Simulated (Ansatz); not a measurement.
Born–Oppenheimer molecular dynamics of C$_{2}$H$_{2}$FNO (7 atoms, charge 0, multiplicity 1). It starts at the highest image of a converged band. Of that band: Neighbouring images differ by up to 2.9 eV, so the band resolves the path poorly. A vibrational analysis at the climbing image gives 2 clearly imaginary modes (2591i, 345i cm⁻¹): a point of higher order, so a lower path passes nearby.

Level of theory: UKS BHLYP-D4/STO-3G (Ansatz 0.2.0).

| Quantity | Value |
| --- | --- |
| ensemble | NVE (velocity Verlet) |
| time step | 0.5 fs |
| steps asked | 200 |
| starting velocities drawn for | 100 K |
| seed | 8267 |

Frames 1 fs apart, positions in Å, forces in eV/Å.

Velocities at 35.0 fs (Å/ps):

```
N -5.52 -3.04 -3.78
C -6.31 2.77 5.98
F 5.63 2.08 6.51
C 7.15 0.50 -14.14
O -2.45 -1.23 -2.68
H -16.98 -9.59 0.47
H 16.38 -6.80 69.01
```

```xyz
7
Properties=species:S:1:pos:R:3:forces:R:3 time_fs=35.0 energy_less_start_eV=-0.516 T=962
N -1.489 -0.371 0.447 -4.20 -1.20 0.19
C -0.303 -0.016 0.399 4.66 1.08 -0.55
F 0.507 0.494 1.392 -0.89 -0.30 -0.26
C 0.513 -0.104 -0.892 -4.59 3.08 18.15
O 1.592 0.297 -0.947 13.52 5.68 2.36
H -1.850 -0.213 1.413 -0.47 0.03 0.71
H 0.413 -0.345 -1.695 -8.04 -8.37 -20.61
7
Properties=species:S:1:pos:R:3:forces:R:3 time_fs=36.0 energy_less_start_eV=-1.544 T=2443
N -1.496 -0.375 0.443 -3.93 -1.00 0.62
C -0.307 -0.013 0.405 4.62 1.06 -0.67
F 0.512 0.496 1.398 -1.12 -0.40 -0.44
C 0.519 -0.103 -0.898 -5.59 1.67 12.71
O 1.594 0.298 -0.949 13.36 5.70 2.04
H -1.869 -0.223 1.416 -0.28 -0.04 0.28
H 0.390 -0.394 -1.727 -7.06 -6.99 -14.54
7
Properties=species:S:1:pos:R:3:forces:R:3 time_fs=37.0 energy_less_start_eV=-3.533 T=5488
N -1.506 -0.379 0.440 -3.17 -0.66 1.03
C -0.308 -0.009 0.410 3.72 0.85 -0.49
F 0.517 0.498 1.405 -1.28 -0.46 -0.52
C 0.519 -0.100 -0.895 -6.59 -3.01 -1.41
O 1.603 0.302 -0.950 10.46 4.48 1.36
H -1.891 -0.233 1.422 -0.02 -0.09 -0.20
H 0.301 -0.508 -1.896 -3.12 -1.11 0.21
7
Properties=species:S:1:pos:R:3:forces:R:3 time_fs=38.0 energy_less_start_eV=-3.350 T=5264
N -1.518 -0.384 0.437 -1.98 -0.23 1.26
C -0.306 -0.004 0.415 2.38 0.47 -0.32
F 0.521 0.499 1.411 -1.36 -0.49 -0.56
C 0.515 -0.099 -0.892 -5.01 -3.86 -5.36
O 1.619 0.308 -0.949 6.29 2.70 0.67
H -1.913 -0.243 1.426 0.21 -0.09 -0.51
H 0.182 -0.634 -2.069 -0.53 1.50 4.83
7
Properties=species:S:1:pos:R:3:forces:R:3 time_fs=39.0 energy_less_start_eV=-2.565 T=4065
N -1.531 -0.388 0.436 -0.59 0.19 1.23
C -0.302 0.001 0.419 0.92 0.01 -0.26
F 0.524 0.501 1.416 -1.39 -0.50 -0.58
C 0.507 -0.101 -0.893 -2.21 -3.00 -5.62
O 1.639 0.317 -0.949 2.14 0.96 0.20
H -1.932 -0.255 1.426 0.32 -0.06 -0.56
H 0.057 -0.747 -2.197 0.81 2.38 5.59
7
Properties=species:S:1:pos:R:3:forces:R:3 time_fs=40.0 energy_less_start_eV=-1.812 T=2905
N -1.544 -0.393 0.435 0.83 0.56 0.96
C -0.297 0.006 0.424 -0.44 -0.46 -0.34
F 0.527 0.502 1.421 -1.39 -0.50 -0.60
C 0.496 -0.105 -0.899 0.47 -1.86 -5.05
O 1.660 0.326 -0.948 -1.32 -0.46 -0.09
H -1.949 -0.267 1.420 0.31 0.01 -0.34
H -0.061 -0.837 -2.273 1.54 2.70 5.46
7
Properties=species:S:1:pos:R:3:forces:R:3 time_fs=41.0 energy_less_start_eV=-1.258 T=2050
N -1.557 -0.397 0.435 2.06 0.85 0.54
C -0.292 0.011 0.428 -1.47 -0.87 -0.57
F 0.529 0.503 1.427 -1.38 -0.49 -0.61
C 0.487 -0.112 -0.909 2.38 -0.85 -4.12
O 1.680 0.334 -0.948 -3.78 -1.49 -0.33
H -1.963 -0.279 1.412 0.21 0.10 0.06
H -0.164 -0.901 -2.297 1.97 2.76 5.03
7
Properties=species:S:1:pos:R:3:forces:R:3 time_fs=42.0 energy_less_start_eV=-0.972 T=1609
N -1.569 -0.401 0.435 2.69 0.94 0.15
C -0.289 0.015 0.431 -1.73 -1.11 -1.07
F 0.531 0.503 1.431 -1.37 -0.49 -0.63
C 0.479 -0.118 -0.922 2.76 -0.35 -2.96
O 1.698 0.342 -0.948 -4.74 -1.96 -0.57
H -1.975 -0.290 1.403 0.09 0.17 0.46
H -0.248 -0.940 -2.273 2.31 2.80 4.61
7
Properties=species:S:1:pos:R:3:forces:R:3 time_fs=43.0 energy_less_start_eV=-0.985 T=1631
N -1.579 -0.404 0.435 3.08 1.00 -0.07
C -0.287 0.018 0.434 -1.81 -1.28 -1.52
F 0.531 0.503 1.436 -1.39 -0.49 -0.68
C 0.473 -0.125 -0.938 2.44 -0.30 -2.23
O 1.713 0.348 -0.948 -5.25 -2.25 -0.82
H -1.986 -0.299 1.400 0.04 0.22 0.67
H -0.310 -0.951 -2.204 2.89 3.11 4.65
7
Properties=species:S:1:pos:R:3:forces:R:3 time_fs=44.0 energy_less_start_eV=-1.369 T=2225
N -1.586 -0.406 0.435 3.24 1.06 0.01
C -0.286 0.020 0.435 -1.74 -1.38 -1.87
F 0.531 0.503 1.440 -1.43 -0.52 -0.77
C 0.469 -0.133 -0.955 1.81 -0.32 -1.35
O 1.725 0.353 -0.948 -5.49 -2.45 -1.08
H -1.997 -0.306 1.402 0.12 0.23 0.58
H -0.345 -0.932 -2.091 3.50 3.37 4.48
7
Properties=species:S:1:pos:R:3:forces:R:3 time_fs=45.0 energy_less_start_eV=-2.124 T=3388
N -1.592 -0.408 0.436 3.23 1.12 0.31
C -0.287 0.021 0.435 -1.52 -1.37 -2.07
F 0.531 0.503 1.444 -1.51 -0.56 -0.88
C 0.467 -0.140 -0.973 1.07 -0.18 0.00
O 1.734 0.357 -0.949 -5.47 -2.55 -1.35
H -2.006 -0.312 1.410 0.29 0.21 0.23
H -0.346 -0.882 -1.935 3.92 3.34 3.76
7
Properties=species:S:1:pos:R:3:forces:R:3 time_fs=46.0 energy_less_start_eV=-3.000 T=4714
N -1.595 -0.408 0.436 3.12 1.15 0.65
C -0.289 0.021 0.434 -1.14 -1.24 -2.06
F 0.529 0.503 1.447 -1.63 -0.61 -1.01
C 0.465 -0.148 -0.992 1.02 0.73 2.47
O 1.740 0.359 -0.951 -5.32 -2.61 -1.63
H -2.013 -0.315 1.420 0.48 0.18 -0.19
H -0.310 -0.800 -1.744 3.47 2.41 1.76
```

Of the whole run (100 fs, mean temperature of the second half 3334 K): The conserved energy wandered by up to 9.8 meV per atom (net 0.7 meV per atom), which is poor conservation. The system heated up, since it started high on the potential surface and ran downhill. A run of 0.1 ps of so small a system gives no equilibrium averages. Limits of this set-up: minimal basis.

Run time: 7.4 min on 1 thread of Arm Neoverse V1, with other jobs on the host, peak memory 0.11 GiB.
